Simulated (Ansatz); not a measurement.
Basis-set extrapolation for C₃H₃Cl, SMILES `ClC1C=C1` (PBE0-D4/def2-TZVP geometry, frozen core, the Gaussian-basis code of Ansatz). Multiplicity 1, RHF reference.

```json
{"": "HF", "def2-TZVPP": "-574.807156", "def2-QZVPP": "-574.825018"}
{"": "MP2 correlation", "def2-TZVPP": "-0.663858", "def2-QZVPP": "-0.714114"}
{"": "CCSD(T) correlation", "def2-TZVPP": "-0.727936", "def2-QZVPP": "not run"}
```

Energies in hartree. Use E(X) = E(∞) + A·exp(−7.88·√X) for Hartree–Fock and E(X) = E(∞) + B·X^(−2.97) for correlation, with X = 3 and 4, and add CCSD(T) minus MP2 of the smaller set to the MP2 limit.

**Question.** What is the CCSD(T) energy at the basis-set limit?

**Answer.** HF limit: -574.825018 + (-0.017862) × 0.13774 = -574.82748. MP2 limit: -0.714114 + (-0.050256) × 0.74074 = -0.75134. Higher-order term: -0.727936 − (-0.663858) = -0.06408. Total: -575.64290 hartree, 67.7 kcal/mol below CCSD(T)/def2-TZVPP.
